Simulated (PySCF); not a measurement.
## From a raw peak list to a structure

Formula C4H5NO. The spectrum was simulated from the full spin Hamiltonian at 500 MHz with 1.0 Hz Lorentzian lines, from shifts rounded to 0.01 ppm and J to 0.1 Hz, couplings under 1 Hz left out.

Maxima in ppm (height), grouped by integral:
1H: 6.826 (8), 6.824 (12), 6.823 (8), 6.809 (8), 6.807 (13), 6.805 (8), 6.795 (8), 6.793 (13), 6.791 (8), 6.778 (8), 6.776 (13), 6.774 (8)
3H: 4.354 (21), 4.343 (22), 4.337 (21), 4.326 (21), 4.291 (100), 4.289 (100)
1H: 3.991 (22), 3.980 (21), 3.959 (21), 3.949 (20)

13C{1H} NMR (computed): δ 159.3, 119.3, 88.4, 53.2.

- spin–spin couplings from B3LYP/pcJ-1 (spin–dipole term only in couplings to heteroatoms)
- PBE0/pcSseg-1 with gauge-including orbitals
- coordinates at the GFN2-xTB level
- program: PySCF
- relativity neglected, a single conformation, averaged over atoms made equivalent by symmetry, fast rotation or ring inversion, gas phase

δ = σ(ref) − σ, references computed at the same level: TMS for 1H, 13C.

Task: Analyse the multiplets.

Result: 1H NMR (500 MHz, computed): δ 6.80 (ddt, J = 15.6, 8.6, 1.0 Hz, 1H), 4.34 (dd, J = 8.6, 5.2 Hz, 1H), 4.29 (d, J = 1.0 Hz, 2H), 3.97 (dd, J = 15.6, 5.2 Hz, 1H). These are first-order names from the parameters used; overlap and second-order distortion can hide them in the list.

Task: What is the compound?

Result: `C(COC=C)#N`.

Numbering as in the mapped SMILES `[CH2:1]=[CH:2][O:3][CH2:4][C:5]#[N:6]`. Each H is labelled by its parent atom. Ha(C1) is cis to O3; Hb(C1) is trans to O3.

- δ 6.80: H(C2), hydrogen on an alkene carbon bearing oxygen, coupled to Ha(C1) (15.6 Hz), Hb(C1) (8.6 Hz), H(C4) (1.0 Hz).
- δ 4.34: Hb(C1), hydrogen on a β carbon of an enol-ether or enamine type C=C, coupled to H(C2) (8.6 Hz), Ha(C1) (5.2 Hz).
- δ 4.29: H(C4), hydrogen on an sp3 CH2 bonded to O, α to a nitrile, coupled to H(C2) (1.0 Hz).
- δ 3.97: Ha(C1), hydrogen on a β carbon of an enol-ether or enamine type C=C, coupled to H(C2) (15.6 Hz), Hb(C1) (5.2 Hz).

The shifts were computed for this structure.

Splittings below 1 Hz are ignored in the labels, and close J values are merged. Unscaled 3J(H,H) at this level run about 10 % above measured values. Shifts are as computed. Against solution values, carbons near 30 ppm lie about +3 ppm off and those near 130 ppm about +5 ppm. Of 1211 compounds with measured shifts, 218 miss one by over three times the rms of a fit or turn the order of signals round; such compounds aren't used in these exercises.
